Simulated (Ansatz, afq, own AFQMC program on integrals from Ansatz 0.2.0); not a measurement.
## AFQMC, coupled cluster and functionals along a coordinate of CH4 + H, doublet

```xyz
6

C    -0.1250    0.0000    0.0000
H    -0.4882    1.0273    0.0000
H    -0.4882   -0.5137    0.8897
H    -0.4882   -0.5137   -0.8897
H     0.9646    0.0000    0.0000
H     1.9890    0.0000    0.0000
```

A hydrogen atom is moved from one rigid fragment to the other; the C1–H5 distance tells how far. The two fragments are held close together, so this isn't a minimum-energy path and the start is a compressed complex. Energies in eV count from this geometry (1.090 Å) at the same level; the start stands on UHF, each point on the determinant named.

Basis cc-pVTZ. Only valence electrons are correlated. Ansatz 0.2.0 and our own AFQMC program on the same integrals; the CISD trial comes from CCSD amplitudes, and released means the phaseless constraint is let go. Uncertainties: one standard error, sampling alone.

Cautions, each for one point or more: the ph-AFQMC/CISD walk drifts between its halves.

```
r(C1–H5) / Å  det.     T1  weight  ⟨S²⟩  CCSD(T)  ph-AFQMC/CISD  released AFQMC  CCSDT(Q)  wB97M-V     PBE
       1.169   UHF  0.011    0.92  0.77    0.034  0.036 ± 0.007   0.037 ± 0.009     0.033    0.018  -0.011
       1.209   UHF  0.012    0.92  0.77    0.078  0.075 ± 0.006   0.079 ± 0.010     0.077    0.056   0.019
       1.249   UHF  0.013    0.92  0.78    0.130  0.127 ± 0.007   0.140 ± 0.009     0.128    0.104   0.065
       1.289   UHF  0.013    0.91  0.78    0.187  0.185 ± 0.007   0.192 ± 0.009     0.185    0.159   0.126
       1.369   UHF  0.013    0.92  0.77    0.330  0.327 ± 0.006   0.332 ± 0.008     0.327    0.308   0.305
```

Weight is that of the determinant in the CISD state; at the start T1 is 0.010 and the weight 0.92, and ⟨S²⟩ is 0.76. Largest departures from CCSDT(Q), at the points where its series has closed: CCSD(T) 0.003 eV at 1.369 (on UHF), ph-AFQMC/CISD 0.003 eV at 1.169 (on UHF) (within the noise), released AFQMC 0.012 eV at 1.249 (on UHF) (within the noise), wB97M-V -0.025 eV at 1.289, PBE -0.063 eV at 1.249. Functionals count only at points shown to share the start's state and spin.

Some points may be missing: those where a free walk finds a much lower state, and past Zn most of those on another determinant than at the start.

A walk keeps the symmetry of its determinant, which the program's search chose and which needn't be the lowest solution, so a lower state of the same spin and another symmetry isn't excluded. Released energies are given only where the last usable release times agree within the noise; a slower fall can still hide under it.
